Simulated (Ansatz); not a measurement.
Relaxed structures of CH$_{6}$SSi, singlet (PBE0-D4/def2-TZVP; forces vanish, vibrations not checked; lower isomers may exist, and structures with a doubtful reference or unclear bonds are left out; Å). Computed with Ansatz 0.2.0 (basis: def2-TZVPP); correlated methods freeze the cores.

Q: Rank them by CCSD(T) energy, lowest first, and give each one's height above the lowest. Links in brackets join atoms within 1.22 times the sum of their covalent radii (1.1 for two metals). (Judge from chemistry; the value comes from the calculation.)
A.
CH₆SSi ([SiH3][CH2][SH])
```
9
angstrom
Si -0.8642 0.1660 -0.6259
C 0.9111 -0.0271 -0.0459
S 0.9990 -0.9120 1.5341
H -1.4691 -1.1705 -0.8488
H -0.9230 0.9543 -1.8883
H -1.6352 0.8859 0.4230
H 1.4589 -0.6504 -0.7572
H 1.4337 0.9297 0.0161
H 0.0889 -0.1760 2.1931
```
B.
CH₆SSi ([SiH3][CH][SH2])
```
9
angstrom
Si -0.8700 -0.0041 -0.5798
C 0.8271 -0.2624 0.0110
S 1.2328 -0.7185 1.5425
H -1.6627 -1.2634 -0.7414
H -0.8523 0.6934 -1.8934
H -1.6429 0.8180 0.4036
H 1.7139 -0.1681 -0.6005
H 0.5270 -1.8273 1.9528
H 0.5425 0.0385 2.4532
```
C.
CH₆SSi ([CH3][SiH2][SH])
```
9
angstrom
Si 0.8692 -0.0174 -0.0996
C -0.8839 0.1871 -0.7013
S 0.9866 -1.1039 1.7436
H -1.3619 -0.7856 -0.8314
H -0.8978 0.7142 -1.6593
H -1.4746 0.7661 0.0123
H 1.6699 -0.8404 -1.0415
H 1.5117 1.3154 0.0500
H 0.3131 -0.1871 2.4592
```
D.
a complex of CH₄Si ([CH2][SiH2]) + H₂S
```
9
angstrom
Si 0.1194 -0.8482 0.6299
C 1.6415 -0.1045 0.4803
S -2.1109 0.6924 -0.9954
H -0.2915 -1.9828 -0.2238
H -1.5966 1.7944 -0.4278
H -1.2020 0.7163 -1.9824
H 2.3247 -0.3477 -0.3253
H 1.9648 0.6859 1.1477
H -0.7796 -0.5823 1.7728
```

A: The calculation gives: C (0.000 eV), A (1.224 eV), D (2.827 eV), B (3.674 eV). Heights count from the lowest.

No T1 diagnostic of these runs exceeds 0.014.

For scale, one of the runs: CCSD(T)/def2-TZVPP, 199 basis functions, launched by `ansatz run in.yaml --threads 2 --pin off --events-out ev --progress --plain --max-ram 4352MiB`. Hardware: 2 CPU threads of an Arm Neoverse V1, shared host. Wall time 42 s; peak host memory 2.2 GiB.
